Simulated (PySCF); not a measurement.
Simulated outer-valence photoelectron spectrum of `O[SiH2]S`. Method used: EOM-IP-CCSD/aug-cc-pVDZ in PySCF, restricted Hartree–Fock reference, frozen core, non-relativistic, gas phase, PBE0-D3(BJ)/def2-SVP geometry.

Each root has a Gaussian of 0.6 eV full width with its one-hole share as area; cross sections and vibrations are left out, and the highest printed point is 100.

```
ionisation energy (eV)  intensity
                   9.2          1
                   9.4          4
                   9.6         18
                   9.8         42
                  10.0         53
                  10.2         36
                  10.4         14
                  10.6          4
                  10.8         11
                  11.0         31
                  11.2         53
                  11.4         52
                  11.6         45
                  11.8         52
                  12.0         52
                  12.2         30
                  12.4         10
                  12.6          2
                  12.8          2
                  13.0          9
                  13.2         31
                  13.4         66
                  13.6         93
                  13.8        100
                  14.0         91
                  14.2         67
                  14.4         34
                  14.6         10
                  14.8          2
                  15.0          0
                  15.2          0
                  15.4          0
                  15.6          0
                  15.8          3
                  16.0         16
                  16.2         39
                  16.4         52
                  16.6         37
                  16.8         15
                  17.0          3
                  17.2          0
                  17.4          0
                  17.6          0
                  17.8          0
                  18.0          0
                  18.2          0
                  18.4          3
                  18.6         15
                  18.8         37
                  19.0         51
                  19.2         37
                  19.4         14
                  19.6          3
                  19.8          0
```

Where are the maxima, and how many lines lie under the curve?

6 maxima, at 10.0, 11.3, 11.9, 13.8, 16.4 and 19.0 eV, from 8 lines. At this width some lines have no maximum of their own.

List the lines with their holes.

| E (eV) | leading hole (HF orbital) | area | Koopmans (eV) |
| --- | --- | --- | --- |
| 9.98 | HOMO | 0.95 | 10.52 |
| 11.26 | HOMO-1 | 0.95 | 12.07 |
| 11.93 | HOMO-2 | 0.95 | 12.86 |
| 13.49 | HOMO-4 | 0.94 | 15.06 |
| 13.79 | HOMO-5 | 0.94 | 15.43 |
| 14.13 | HOMO-3 | 0.94 | 14.90 |
| 16.39 | HOMO-6 | 0.93 | 17.75 |
| 19.00 | HOMO-7 | 0.90 | 20.65 |

The widest gap, 2.61 eV, lies between 16.39 and 19.00 eV. Only orbitals with −ε under 21 eV, eight at most, were ionised, so the high end of the curve may lack lines.

Shape of the structure used: `[OH:1][SiH2:2][SH:3]`: H–O1–Si2–S3 55°, H–S3–Si2–O1 66°.

One conformer stands for the species.
